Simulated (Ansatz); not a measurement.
What does this script print? It uses Ansatz's Python interface.

Script `conformers_c5h8f.py`:
```python
'''Conformer energies of C5H8F(+).'''

import ansatz
from rdkit import Chem
from rdkit.Chem import AllChem

rd = Chem.AddHs(Chem.MolFromSmiles('C=C(C)[CH+]CF'))
ids = list(AllChem.EmbedMultipleConfs(rd, numConfs=20, randomSeed=585, pruneRmsThresh=0.4))
field = [energy for _, energy in AllChem.MMFFOptimizeMoleculeConfs(rd)]
distinct = {round(e, 2): i for i, e in zip(ids, field)}
chosen = sorted(distinct.items())[:4]
found = []
for force_field, index in chosen:
    c5h8f = ansatz.Crystal.molecule()
    for atom, xyz in zip(rd.GetAtoms(), rd.GetConformer(index).GetPositions()):
        c5h8f = c5h8f.atom(atom.GetSymbol(), xyz.round(5).tolist())
    model = (
        c5h8f.calculation()
        .basis(gaussian='cc-pVDZ')
        .functional('hf')
        .charge(1)
    )
    found.append(model.run(threads=1, pin='off').report['free_energy_ev'])
print('conformer   MMFF (kcal/mol)   this level (kcal/mol)')
for (force_field, index), e in zip(chosen, found):
    print(f'{index:9d} {force_field - chosen[0][0]:17.2f} {23.060548 * (e - min(found)):17.3f}')
```

Running `python conformers_c5h8f.py` prints:
```text
conformer   MMFF (kcal/mol)   this level (kcal/mol)
        8              0.00             0.000
        5              0.41             5.867
        7              1.24             5.180
        6              2.14            11.964
```

The conformers keep their force-field geometries. Run time: 5.2 s on 1 thread of Intel(R) Xeon(R) Platinum 8488C (Sapphire Rapids), on a shared host, peak memory 0.36 GiB.

(Lines on the test bed's own set-up are left out of the output.)
